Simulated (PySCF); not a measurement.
Molecule: `CC(C#C)C`, C₅H₈.

Geometry (Å), atoms numbered from 1 in this order:
```xyz
13

C     2.211   -1.139   -0.446
C     1.209   -0.596   -0.033
C    -0.011    0.059    0.441
C    -1.246   -0.792    0.137
C    -0.137    1.470   -0.138
H     3.099   -1.620   -0.809
H     0.079    0.149    1.540
H    -1.158   -1.795    0.578
H    -1.377   -0.909   -0.950
H    -2.150   -0.313    0.542
H    -0.232    1.432   -1.234
H     0.743    2.083    0.105
H    -1.031    1.971    0.266
```

Geometry PBE0-D3(BJ)/def2-SVP throughout; GIAO in PySCF 2.14, gas phase, one conformer, non-relativistic; equivalent atoms averaged; basis pcSseg-2.

For orientation, LDA gives these shifts δ (against TMS at the same level): C2 101.9, C1 76.3, C4/C5 25.2, C3 25.9, H6 1.54, H7 2.84, H8/H9/H10/H11/H12/H13 1.13 ppm.

A run gave: C2 91.4, C1 69.1, C4/C5 24.5, C3 26.2, H6 1.57, H7 2.76, H8/H9/H10/H11/H12/H13 1.13 ppm (shifts δ (against TMS at the same level)).

Which functional was used in that run?
A. PBE0
B. KT3
C. PBE
D. BLYP
E. OPBE

Answers

E. C2 tells them apart best: OPBE gives 91.4, BLYP gives 94.3, KT3 gives 85.5, PBE gives 95.4, PBE0 gives 95.9 ppm.
